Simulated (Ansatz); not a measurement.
# AlH4 (doublet): from Hartree-Fock to the top rungs at distance Al1–H4 along a hydrogen transfer = 1.586 Å, cc-pVDZ

How much of the correlation energy of AlH4 (doublet) does each wave-function method recover here?

Program: Ansatz 0.2.0, Gaussian basis. Level of theory: cc-pVDZ, core rule «outside noble gas», up to 5 orbitals frozen. These are calculated values, not measurements.

To be run: UHF; CCSD(T) on ROHF; CCSD(T) on UHF; BCCD(T) on ROHF; CISD; CCSDT(Q) on ROHF; CCSDT(Q) on UHF; CCSDTQ on ROHF; CCSDTQ on UHF; CASSCF and MRCISD+Q, 3 electrons in 3 orbitals; CASSCF and NEVPT2, 3 electrons in 3 orbitals; Full CI.

8 further runs of the same task are left out: 8 for a known fault of the program.

## Step 1: What is computed

The geometry derives from fragments relaxed apart (PBE0/def2-TZVP) and kept rigid, so it is no stationary point. A hydrogen atom is moved between rigid fragments.

5 atoms, charge 0, spin multiplicity 2.

Atoms are counted from 1 here; the program's logs count them from 0.

Bond lengths: Al1–H2 1.586 Å, Al1–H3 1.586 Å, Al1–H4 1.586 Å. Angles: H2–Al1–H3 120.0°, H2–Al1–H4 120.0°, H3–Al1–H4 120.0°.

As a file:

```xyz
5
AlH4
Al   -0.0974    0.0000    0.0000
H    -0.8903    1.3734    0.0000
H    -0.8903   -1.3734    0.0000
H     1.4884    0.0000    0.0000
H     2.8996    0.0000    0.0000
```

## Step 2: UHF

File in.yaml:

```yaml
crystal:
  periodic: [false, false, false]
  atoms:
    - {symbol: Al, position_ang: [-0.097403, 0.000000, 0.000000]}
    - {symbol: H, position_ang: [-0.890327, 1.373384, 0.000000]}
    - {symbol: H, position_ang: [-0.890327, -1.373384, 0.000000]}
    - {symbol: H, position_ang: [1.488444, 0.000000, 0.000000]}
    - {symbol: H, position_ang: [2.899597, 0.000000, 0.000000]}
basis:
  gaussian: {orbitals: cc-pVDZ}
magnetization: {spin_polarized: true, initial_magnetization: 1}
hamiltonian: {xc: hf}
output: {orbitals: {seedname: orbitals}}
```

The run is started by

```bash
> ansatz run in.yaml --threads 1 --pin off --events-out ev --progress --plain --max-ram 2816MiB --backend cpu
```

Further steps of the session: CCSD(T) on ROHF; CCSD(T) on UHF; BCCD(T) on ROHF; CISD; CCSDT(Q) on ROHF; CCSDT(Q) on UHF; CCSDTQ on ROHF; CCSDTQ on UHF; CASSCF and MRCISD+Q, 3 electrons in 3 orbitals; CASSCF and NEVPT2, 3 electrons in 3 orbitals; Full CI.

Q: Predict the results of all the runs planned. Wanted: FCI below the RHF energy; RMP2 from FCI; UMP2 from FCI; RCCSD from FCI; RCCSD(T) from FCI; UCCSD(T) from FCI; RCCSDT(Q) from FCI; UCCSDT(Q) from FCI; NEVPT2 pair from FCI.

**Answer**, as computed:

| quantity | value |
| --- | --- |
| FCI below the RHF energy | -3.0191 eV |
| RMP2 from FCI | +768.8 meV |
| UMP2 from FCI | +759.0 meV |
| RCCSD from FCI | +51.7 meV |
| RCCSD(T) from FCI | +14.3 meV |
| UCCSD(T) from FCI | +14.2 meV |
| RCCSDT(Q) from FCI | +0.4 meV |
| UCCSDT(Q) from FCI | +0.3 meV |
| NEVPT2 pair from FCI | +749.6 meV |
| MRCISD+Q pair from FCI | -3.6 meV |
| levels within 1 kcal/mol (43 meV) | RCCSD(T), UCCSD(T), BCCD(T), RCCSDT, UCCSDT, RCCSDT(Q), UCCSDT(Q), RCCSDTQ, UCCSDTQ, MRCISD+Q pair |
| T1 diagnostic | 0.021 |
| effectively unpaired electrons | 1.03 |

What this shows: RCCSD(T) lands +14.3 meV from the yardstick (0.5 % of the correlation energy). MRCISD+Q pair falls below full CI: the +Q correction isn't variational, and the cores differ from full CI's. One determinant dominates. Of the multireference levels listed MRCISD+Q pair comes nearest in total energy (-3.6 meV), which doesn't show that its space is the better one. These misses are within one basis, not against nature; the frozen cores of restricted and unrestricted runs differ, which can shift their rows.
